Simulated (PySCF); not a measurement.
Gas-phase reaction: Al + 3 Cl + Al₂F₆ = 3 AlClF₂

Energies from PySCF, thermal terms from the rigid-rotor harmonic-oscillator model, ideal gas at 1 bar. The comparison is the NASA 1993 polynomial table, which mixes measured and estimated data. After a fit of one offset per element over all species, the range-separated, M06-2X, PBE0/def2-QZVP and CCSD(T)/def2-TZVPP enthalpies, where run, lie to one side of the table for Al₂F₆ (+36 kJ/mol): a fault of the table's entry, another state or a shared error of the levels is possible; this was not checked at source. † marks an energy on the PBE0/def2-TZVP geometry and frequencies; other levels use their own. MP2 and CCSD(T) freeze the core. 6-31G* has spherical d functions here. Open shells (unrestricted): Al (multiplicity 2), Cl (multiplicity 2); the rest are closed-shell singlets. Spin-orbit splitting is ignored; it lowers the true energy and changes the entropy of Al, Cl. B3LYP is the form with VWN-RPA correlation. MP2 isn't extrapolated to the basis-set limit. CCSD(T) isn't extrapolated to the basis-set limit. The table's entry may be an old estimate for Al₂F₆, AlClF₂ (not checked at source).

```csv
level,"ΔH°(298 K), kJ"
table,-1057.4
B3LYP/6-31G*,…
BLYP/def2-TZVP†,-1051.4
CCSD(T)/def2-SVP†,…
HF/6-31G*,-749.6
HF/def2-TZVP†,-825.6
MP2/def2-SVP†,-1005.0
MP2/def2-TZVPP†,…
PBE0/def2-SVP†,…
LDA/def2-TZVP†,-1211.3
ωB97X-V/def2-TZVP†,-1096.0
```

Problem. Fill in the missing entries.

Solution. 
- B3LYP/6-31G*, ΔH°(298 K), kJ: -963.4
- CCSD(T)/def2-SVP†, ΔH°(298 K), kJ: -946.3
- MP2/def2-TZVPP†, ΔH°(298 K), kJ: -1119.4
- PBE0/def2-SVP†, ΔH°(298 K), kJ: -1028.7
